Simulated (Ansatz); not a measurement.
in.yaml

```yaml
crystal:
  periodic: [false, false, false]
  atoms:
    - {symbol: As, position_ang: [0.000000, 0.000000, 0.000000]}
    - {symbol: Mg, position_ang: [0.000000, 0.000000, 2.410000]}
basis:
  gaussian: {orbitals: cc-pVTZ}
magnetization: {spin_polarized: true, initial_magnetization: 3}
correlation: {method: ccsdt_q, electrons: outside_noble_gas}
```

```sh
$ ansatz run in.yaml --threads 1 --pin off --events-out ev --progress --plain --max-ram 2393MiB
```

The program prints:

```
840 factors; integrals over basis functions are off by at most 1.3e-7 eV
mean field evaluation 1: about -66227.7263 eV, gradient 5.1e0 eV
mean field evaluation 2: about -66227.7817 eV, gradient 5.2e0 eV
mean field evaluation 4: about -66228.3352 eV, gradient 1.5e0 eV
mean field evaluation 8: about -66228.4708 eV, gradient 4.7e-1 eV
mean field evaluation 16: about -66228.4869 eV, gradient 4.6e-6 eV
mean field evaluation 32: about -66227.1554 eV, gradient 1.2e0 eV
mean field evaluation 64: about -66224.1916 eV, gradient 1.1e0 eV
mean field evaluation 96: about -66227.1991 eV, gradient 1.9e-4 eV
mean field evaluation 128: about -66223.0821 eV, gradient 8.2e0 eV
mean field evaluation 160: about -66226.7342 eV, gradient 4.5e0 eV
...
cycle   8  -3.57007654 eV  change   -9.4e-4 eV  update   5.1e-4
cycle   9  -3.57011308 eV  change   -3.7e-5 eV  update   2.0e-4
cycle  10  -3.56985750 eV  change    2.6e-4 eV  update   8.4e-5
cycle  11  -3.56985791 eV  change   -4.1e-7 eV  update   3.6e-5
cycle  12  -3.56989528 eV  change   -3.7e-5 eV  update   1.2e-5
cycle  13  -3.56991432 eV  change   -1.9e-5 eV  update   6.5e-6
cycle  14  -3.56991816 eV  change   -3.8e-6 eV  update   2.7e-6
cycle  15  -3.56991555 eV  change    2.6e-6 eV  update   1.5e-6
cycle  16  -3.56991434 eV  change    1.2e-6 eV  update   6.9e-7
cycle  17  -3.56991442 eV  change   -8.1e-8 eV  update   3.1e-7
perturbative correction -0.00702656 eV, -0.0002582213 hartree
Total energy: -66232.06381048 eV, -2433.9834513297 hartree
```

Ran on 1 thread of Intel Xeon, shared host: 1.8 min wall, 0.49 GiB peak host memory.
